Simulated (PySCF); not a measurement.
Molecule: SMILES [H]/N=C/CC(=O)[O-], [C3H4NO2]-.

Atom-mapped SMILES (the numbers label the heavy atoms): `[H]/[N:1]=[CH:2]/[CH2:3][C:4](=[O:5])[O-:6]`. Hydrogens are named by the atom that carries them.

Spin–spin couplings on one PBE0-D3(BJ)/def2-SVP geometry, PySCF 2.14, gas phase, non-relativistic, equivalent pairs averaged (spin–dipole term only in couplings to heteroatoms); isotopes 13C, 1H, 17O, 15N; functional B3LYP.

Question: How do the couplings (Hz) change with the basis set? Times are CPU seconds on shared hosts with different chips, so compare them loosely. Far from the basis limit: 6-31G-J, pcJ-0, 6-31G*, def2-TZVP, cc-pVTZ.

Answer: 
```tsv
basis set	functions	1J(C2,H(C2))	1J(C3,H(C3))	1J(C2,C3)	1J(C4,O5)	1J(N1,H(N1))	1J(C3,C4)	2J(H(C3),H(C3))	core-s
6-31G-J	88	164.0	136.4	51.1	46.0	-37.0	34.7	-17.0	6.8
pcJ-0	90	141.5	113.5	39.4	59.5	-24.3	26.4	-13.8	6.1
6-31G*	92	159.1	144.8	60.5	11.1	-44.5	47.9	-15.3	5.5
pcJ-1	202	160.7	131.9	50.4	30.2	-42.6	38.3	-14.6	16
def2-TZVP	210	154.5	125.5	48.6	34.2	-40.4	38.5	-12.4	20
cc-pVTZ	236	143.8	115.2	43.1	17.6	-35.2	28.9	-11.9	26
```

The Fermi-contact term samples the wavefunction at the nucleus, which is why sets with added tight s functions (names with J) are made for couplings.
